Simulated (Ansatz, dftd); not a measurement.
Reaction: CHN (formonitrile, SMILES N#C) → CHN+ (parent SMILES C#N, doublet) + e-
Each species at its own B3LYP-D3(BJ)/def2-TZVP minimum (Ansatz, an electronic-structure program).

Quantity: adiabatic ionisation energy (electronic), in eV. UHF or UKS for unpaired electrons; spin-orbit terms are left out. Cores are frozen in correlated methods. Rows without X2C or -DK are non-relativistic. CBS(X,Y): correlation extrapolated as X^-3, Hartree-Fock from the larger set (Q,5: extrapolated as (X+1)exp(-9√X)). A bracket is a step between two methods taken in the basis named. Functionals run without relativity, which enters their misses. Double hybrids freeze cores in their MP2 part. '+ core + X2C': CCSD(T) terms for core correlation (cc-pwCVTZ) and scalar relativity (cc-pVTZ-DK). The UHF reference of CHN+ (parent SMILES C#N, doublet) is spin-contaminated (<S^2> up to 0.04 over the pure value in the sets run).

Compared with CCSD(T)/CBS(cc-pVQZ,cc-pV5Z) + [CCSDT(Q) - CCSD(T)]/cc-pVTZ + [CCSDTQ - CCSDT(Q)]/cc-pVDZ + core + X2C (Ansatz): 13.65 eV.

Costs are rough ratios of core time, to one figure, on one kind of shared machine, summed over the single points of the molecules; atoms, geometries and frequencies are left out. The first row took roughly 6 core seconds; short runs hold start-up time.

| level | program | cost relative to the first row | difference (eV) |
|---|---|---|---|
| PBE-D4/def2-TZVPD | Ansatz + dftd4 | 1 | -0.14 |
| B2PLYP-D4/def2-TZVPD | Ansatz + dftd4 | 1 | -0.10 |
| r2SCAN/def2-TZVPD | Ansatz | 2 | -0.23 |
| CCSDT(Q)/cc-pVDZ | Ansatz | 5 | -0.52 |
| CCSD(T)/cc-pVQZ | Ansatz | 10 | -0.08 |
| CCSD(T)/CBS(cc-pVTZ,cc-pVQZ) + core + X2C | Ansatz | 30 | 0.02 |

The dearest row costs roughly 30 times the first. Costs within a factor of two don't rank. The table holds for this case alone.
